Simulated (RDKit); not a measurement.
RDKit input (UFF):

```python
from rdkit import Chem
from rdkit.Chem import AllChem, rdDetermineBonds

mol = Chem.MolFromXYZFile('mol.xyz')
rdDetermineBonds.DetermineBonds(mol, charge=-1)
print('SMILES', Chem.MolToSmiles(Chem.RemoveHs(mol)))
ff = AllChem.UFFGetMoleculeForceField(mol)
e0 = ff.CalcEnergy()
flag = ff.Minimize(maxIts=5000, forceTol=1e-5)
print(f'energy {e0:.4f} -> {ff.CalcEnergy():.4f} kcal/mol, converged: {flag == 0}')
print(Chem.MolToXYZBlock(mol))
```
mol.xyz:
```
8

C      1.12919533    -0.39406295    -0.00164990
C     -0.14143027     0.51242111    -0.00266185
O     -1.28208088    -0.15550863     0.00560815
H      0.02137937     1.21875287     0.88106336
H      0.01494044     1.20774330    -0.89622607
H      2.06517780     0.18990598    -0.00865831
H      1.11748454    -1.03576096     0.88706791
H      1.11107452    -1.04672109    -0.88224163
```

Q: Which steric energies does it print, before and after the minimisation?

A: 9.39 and 0.34 kcal/mol. They count from the force field's own zero for this bonding and are no heats of formation.
